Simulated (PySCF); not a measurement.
Compound: C4H8N2.
Structure used (GFN2-xTB), in Å, numbered top down from 1:
```xyz
14
C4H8N2 angstrom
N      2.3742   -0.3646   -0.6548
C      1.7319   -0.0017    0.3559
C      0.3142    0.4943    0.3798
C     -0.7472   -0.5408    0.8136
C     -1.4805   -0.1903   -0.4872
N     -0.3002    0.5421   -0.9515
H      1.8304   -0.2789   -1.5165
H      2.2235   -0.0665    1.3234
H      0.2566    1.4273    0.9585
H     -1.2741   -0.3240    1.7385
H     -0.3627   -1.5572    0.8358
H     -1.7362   -1.0270   -1.1411
H     -2.3720    0.4262   -0.3287
H     -0.4585    1.4605   -1.3479
```

Computed at PBE0/pcSseg-1 (PySCF, non-relativistic), with Q(14N) = 0.02044 b: N1, 14N (I = 1): χzz = -4.953 MHz, η = 0.548; N6, 14N (I = 1): χzz = -5.620 MHz, η = 0.047.

(1) Find the zero-field quadrupole resonance frequencies of 14N at N1.

(2) Where would the pure quadrupole (NQR) lines of 14N at N6 fall for the rigid, isolated species?

Answers

(1) From ν± = (3/4)|χ|(1 ± η/3) and ν0 = |χ|η/2: ν+ 4.393 MHz, ν− 3.036 MHz, ν0 1.356 MHz (imine nitrogen).

(2) From ν± = (3/4)|χ|(1 ± η/3) and ν0 = |χ|η/2: ν+ 4.282 MHz, ν− 4.149 MHz, ν0 0.133 MHz (secondary amine nitrogen).

In a crystal, neighbours and librations shift these lines. GFN2-xTB bond lengths can be off by several hundredths of an ångström, more for odd bonds, and the gradients follow them. With a basis this small, the couplings can be 20 % off.

One conformer stands for the species.
